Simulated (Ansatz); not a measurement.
The first iterations of a band of CH5Al + H3P (11 atoms, charge 0, multiplicity 1).

Level of theory: RKS PBE/def2-SVP in Ansatz 0.2.0.

```
movable images  : 5
climbing image  : yes
spring          : 5.0 eV/Å²
optimiser       : quadratic models (default)
start path      : through a guess of the saddle point
force threshold : 0.05 eV/Å
iteration limit : 60
end points      : relaxed
```

Image 0:

```xyz
11
Properties=species:S:1:pos:R:3
Al 0.014 -0.145 0.441
C 0.015 0.464 2.320
H -0.935 0.258 2.854
H 0.852 0.046 2.917
H 0.145 1.569 2.321
H 1.404 -0.414 -0.318
H -1.341 -0.089 -0.421
P -0.331 -3.423 0.836
H -0.860 -2.851 -0.376
H 1.032 -3.137 0.474
H -0.478 -2.192 1.589
```

Image 6:

```xyz
11
Properties=species:S:1:pos:R:3
Al 0.100 -0.864 -0.001
C -0.110 0.250 2.685
H -0.957 0.445 3.369
H 0.854 0.455 3.185
H -0.213 0.916 1.805
H 1.588 -0.274 -0.006
H -1.150 0.023 -0.470
P -0.243 -3.144 0.499
H -1.134 -3.331 -0.619
H 0.930 -3.558 -0.229
H -0.146 -0.830 2.416
```

| iteration | highest image above the first end (eV) | largest band force component (eV/Å) |
| --- | --- | --- |
| 1 | 3.106 | 10.945 |
| 2 | 1.874 | 3.086 |
| 3 | 1.467 | 1.366 |
| 4 | 1.145 | 1.648 |
| 5 | 1.124 | 1.602 |
| 6 | 1.096 | 1.044 |

Task: Does the band converge within its limit, and where does its top end?

Result: It converged. It ended after 19 iterations with the highest image 0.821 eV above the first end. A vibrational analysis at the climbing image gives one clearly imaginary mode, 1087i cm⁻¹: a first-order saddle point. The orbitals stay closed-shell, which can raise the energy where a bond breaks towards radicals; this wasn't checked here.

Time of the run: 2.4 min on 2 threads of Arm Neoverse V1, with other jobs on the host, peak memory 0.12 GiB.
